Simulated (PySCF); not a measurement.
Species: 3-chlorothiophene, C₄H₃ClS.
SMILES: `Clc1ccsc1`

The closed-shell ground state was solved at several levels (PySCF, density fitting, gas phase, non-relativistic). Isolated species at its PBE0-D3(BJ)/def2-TZVP geometry, gas phase.

| level | basis functions | total energy (Eh) | HOMO (eV) | LUMO (eV) | gap (eV) | dipole (D) |
| --- | --- | --- | --- | --- | --- | --- |
| wB97X-D/pcSseg-2 | 272 | -1012.6438 | -8.75 | 0.98 | 9.73 | 1.35 |
| PBE0/pcSseg-2 | 272 | -1012.2347 | -6.99 | -0.75 | 6.24 | 1.32 |
| B97-2/pcSseg-2 | 272 | -1012.7140 | -6.74 | -0.79 | 5.95 | 1.32 |

(1) What might KT3/pcSseg-2 (272 basis functions) give for the same quantities?

(2) Over all these levels, which gives the widest orbital gap and which the narrowest?

(3) In the pcSseg-2 basis, how does the gap go with the fixed share of exact exchange?

(4) How far do the dipole and the HOMO energy spread over the levels?

Results:

(1) Total energy -1021.1858 Eh, HOMO -5.94 eV, LUMO -1.56 eV, gap 4.38 eV, dipole 1.27 D.

(2) wB97X-D/pcSseg-2 (range-separated hybrid) has the widest, 9.73 eV, and KT3/pcSseg-2 (GGA) the narrowest, 4.38 eV. From the narrowest to the widest the HOMO moves by -2.81 eV and the LUMO by +2.54 eV.

(3) KT3 (0 %) 4.38 eV; B97-2 (21 %) 5.95 eV; PBE0 (25 %) 6.24 eV. Each rise in the share widens the gap here.

(4) The dipole runs from 1.27 to 1.35 D (mean 1.31 D) and the HOMO from -8.75 to -5.94 eV.

Note: wB97X-D ran without an empirical dispersion term, which enters the total energy and its gradient alone.
